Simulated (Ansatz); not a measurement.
**BH₃NSi radical: functionals against CCSD(T) at one geometry**

The task here is to estimate one member of a computed series from the others.

Computed with Ansatz 0.2.0, Gaussian basis. Level: single points in def2-TZVPP.

Cores are frozen in the correlated methods. Orbitals are unrestricted.

## Starting geometry

SMILES `B1N[SiH]1`, 6 atoms, charge 0, spin multiplicity 2.

Atoms are counted from 1 here; the program's logs count them from 0.

Bond lengths: B1–N2 1.362 Å, B1–Si3 1.931 Å, B1–H4 1.129 Å, N2–Si3 1.790 Å, N2–H5 0.977 Å, Si3–H6 1.469 Å. Angles: N2–B1–Si3 63.1°, N2–B1–H4 142.2°, Si3–B1–H4 153.7°, B1–N2–Si3 74.2°, B1–N2–H5 137.4°, Si3–N2–H5 148.4°, B1–Si3–N2 42.7°, B1–Si3–H6 126.0°, N2–Si3–H6 103.2°.

Geometry (Å):

```
atom    x (Å)    y (Å)    z (Å)
  B1  -0.8379  -0.3527  -0.3905
  N2   0.4126   0.1695  -0.5261
 Si3  -0.1163   0.5915   1.1314
  H4  -1.6712  -0.8371  -0.9792
  H5   1.0970   0.2246  -1.2206
  H6   1.0111   0.1534   1.9644
```

Set-up of the first run:

File run/in.yaml:

```yaml
crystal:
  periodic: [false, false, false]
  atoms:
    - {symbol: B, position_ang: [-0.837900, -0.352700, -0.390500]}
    - {symbol: N, position_ang: [0.412600, 0.169500, -0.526100]}
    - {symbol: Si, position_ang: [-0.116300, 0.591500, 1.131400]}
    - {symbol: H, position_ang: [-1.671200, -0.837100, -0.979200]}
    - {symbol: H, position_ang: [1.097000, 0.224600, -1.220600]}
    - {symbol: H, position_ang: [1.011100, 0.153400, 1.964400]}
basis:
  gaussian: {orbitals: def2-TZVPP}
magnetization: {spin_polarized: true, initial_magnetization: 1}
correlation: {method: ccsd_t}
scf: {omitted_lower_state_checks: [cluster_reference]}
output: {forces: true}
```

The command line of these runs was not kept.

Steps of the session up to this table: CCSD(T)/def2-TZVPP; PBE0-D4/def2-TZVPP; wB97M-V/def2-TZVPP; r2SCAN-D4/def2-TZVPP; PBE-D4/def2-TZVPP; HSE06-D4/def2-TZVPP; SPW92/def2-TZVPP.

One of the session's tables, all rows but one given; the rest of the session is left out.

```
   method  RMS force component (eV/Å)  angle to CCSD(T) forces (°)  dipole (D)
  CCSD(T)                       0.635                    reference        1.33
  PBE0-D4                       0.722                         17.6        1.34
  wB97M-V                       0.663                         14.8        1.27
r2SCAN-D4                           ?                            ?           ?
   PBE-D4                       0.770                         10.7        1.43
 HSE06-D4                       0.723                         17.4        1.34
    SPW92                       0.921                         22.7        1.45
```

**Question.** Estimate the row for r2SCAN-D4.

**Answer.** RMS force component (eV/Å): 0.704; angle to CCSD(T) forces (°): 13.9; dipole (D): 1.40. In the column «RMS force component (eV/Å)» it lies between wB97M-V (0.663) and PBE0-D4 (0.722).
